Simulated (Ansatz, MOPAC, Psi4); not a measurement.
Molecule: SiNH2F3, charge 0, multiplicity 1. SMILES: N[Si](F)(F)F
Geometry: optimised at B3LYP-D3(BJ)/def2-TZVP (Ansatz, a first-principles code).

PM3 beside other levels, property by property. Conventions: frozen cores in correlated levels; no dispersion term unless named; no spin-orbit coupling; non-relativistic; UHF or UKS for open shells; each state is the SCF solution reached for its charge and spin; 6-31G* and kin with 6d, 5d where marked. Basis-set limits of correlation are two-point, X^-3; Hartree-Fock from the larger set. [CCSD(T)-MP2]/basis is that difference in the basis named. First-principles rows: single points at B3LYP-D3(BJ) geometries (Ansatz), with unscaled harmonic terms from B3LYP/6-31G* (Ansatz) at its own minima, enthalpies of formation by atomisation with measured atoms. Semi-empirical rows: MOPAC heats of formation at their own minima for 298 K, the proton's as measured; differences of heats of formation at the shared geometry for vertical values.

Coupled cluster (Ansatz) is a level with limits of its own, used here on species with T1 under 0.025 (0.045 for open shells) and stable references: (a) RI-MP2/CBS(aug-cc-pV(T+d)Z,aug-cc-pV(Q+d)Z)+[CCSD(T)-MP2]/aug-cc-pV(T+d)Z; (b) RI-MP2/CBS(cc-pV(T+d)Z,cc-pV(Q+d)Z)+[CCSD(T)-MP2]/cc-pV(T+d)Z; (c) CCSD(T)/CBS(aug-cc-pV(T+d)Z,aug-cc-pV(Q+d)Z); (d) CCSD(T)/CBS(cc-pV(T+d)Z,cc-pV(Q+d)Z).

```csv
property,PM3 (MOPAC),B3LYP/6-31G* (Ansatz),wB97X-D/6-31G* (Psi4),wB97X-V/def2-TZVPD (Ansatz),to compare with
"N-Si bond dissociation enthalpy at 298 K, to [NH2] (NH2) + F[Si](F)F (kcal/mol)",82.8,112.3,118.3,118.7,121.2 coupled cluster (b)
vertical ionisation energy to the doublet (eV),8.86,11.15,11.27,11.48,11.59 coupled cluster (a)
enthalpy of formation at 298 K (kcal/mol),-308.5,-286.9,-288.9,-310.6,-318.6 coupled cluster (c)
"F-Si bond dissociation enthalpy at 298 K, to N[Si](F)F + F atom (kcal/mol)",141.4,159.1,161.1,162.3,167.2 coupled cluster (c)
"proton affinity at N (heteroatom site), enthalpy at 298 K, to [NH3+][Si](F)(F)F (kcal/mol)",212.1,190.8,191.7,186.2,185.7 coupled cluster (d)
```

As the rows show:
- N-Si bond dissociation enthalpy at 298 K, to [NH2] (NH2) + F[Si](F)F: PM3 lies 38.4 kcal/mol below coupled cluster.
- vertical ionisation energy to the doublet: PM3 lies 2.73 eV below coupled cluster.
- enthalpy of formation at 298 K: PM3 lies 10.1 kcal/mol above coupled cluster.
- F-Si bond dissociation enthalpy at 298 K, to N[Si](F)F + F atom: PM3 lies 25.8 kcal/mol below coupled cluster.
- proton affinity at N (heteroatom site), enthalpy at 298 K, to [NH3+][Si](F)(F)F: PM3 lies 26.4 kcal/mol above coupled cluster.

The properties are those with a value to compare with, at most eight drawn at random. No case is left out for the size of its miss. Left out are saddle points of the reference geometry, anions that the best level run finds unbound, excited spin states, species near biochemistry, 298 K rows of species without real B3LYP wavenumbers, cases with under five habitual levels, runs that failed or that the program found above a lower state of the same kind, table entries that another table contradicts, and a share of species set aside by lot.
